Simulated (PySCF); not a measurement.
**Stretching AlSi⁺**

Set-up: Al pcseg-1, Si pcseg-1; no relativity (PySCF 2.14). Energies in eV from Al⁺ + Si in their ground configurations at the same level. All curves are PBE0. state 1: ³Π (triplet), unpaired electrons σ ↑, π ↑; state 2: Ms = 0 determinant of mixed spin (⟨S²⟩ near 1.0), unpaired electrons σ ↓, π ↑, a second solution, started from another occupation; state 3: triplet, unpaired electrons π ↑↑, a second solution, started from another occupation; state 4: Ms = 0 determinant of mixed spin (⟨S²⟩ near 1.0), unpaired electrons π ↑↓, a second solution, started from another occupation.

```csv
R (Å),state 1,state 2,state 3,state 4
2.404,-0.731,-0.5910,-0.7493,-0.4899
2.515,-0.895,-0.7456,-0.7283,-0.4698
2.627,-0.979,-0.8179,-0.6643,-0.4057
2.711,-1.006,-0.8355,-0.6022,-0.3432
2.795,-1.012,-0.8317,-0.5354,-0.2758
2.879,-1.002,-0.8129,-0.4685,-0.2081
2.991,-0.974,-0.7729,-0.3839,-0.1224
3.130,-0.922,-0.7098,-0.2910,-0.0281
3.298,-0.850,-0.6273,-0.2012,0.0635
3.522,-0.750,-0.5188,-0.1159,0.1511
```

Put a parabola through the three lowest points of the state 1 curve and estimate Re, k and ωe (reduced mass 13.74 u; 1 eV/Å² = 0.16022 mdyn/Å; ωe = 1302.8·√(k/μ) cm⁻¹).

Through R = 2.711, 2.795, 2.879 Å the second-order coefficient is 1.13 eV/Å², so Re ≈ 2.784 Å, k ≈ 0.363 mdyn/Å and ωe ≈ 212 cm⁻¹. A polynomial fit of higher order to the unrounded PBE0 energies gives Re = 2.780 Å, k = 0.367 mdyn/Å, ωe = 213 cm⁻¹; anharmonicity and rounding make the difference.

The higher-order fit for each curve: state 1: Re = 2.780 Å, ωe = 213 cm⁻¹, De = 1.01 eV; state 2: Re = 2.734 Å, ωe = 233 cm⁻¹, minimum 0.84 eV below the ground-state fragments. State 3 gave no clean fit. State 4 gave no clean fit.

For an ion De counts to the pair picked by the measured ionisation energies or electron affinities, which need not be the lowest pair at this level. The state is the lowest determinant that a PBE0 search found; another state may lie lower at other levels.
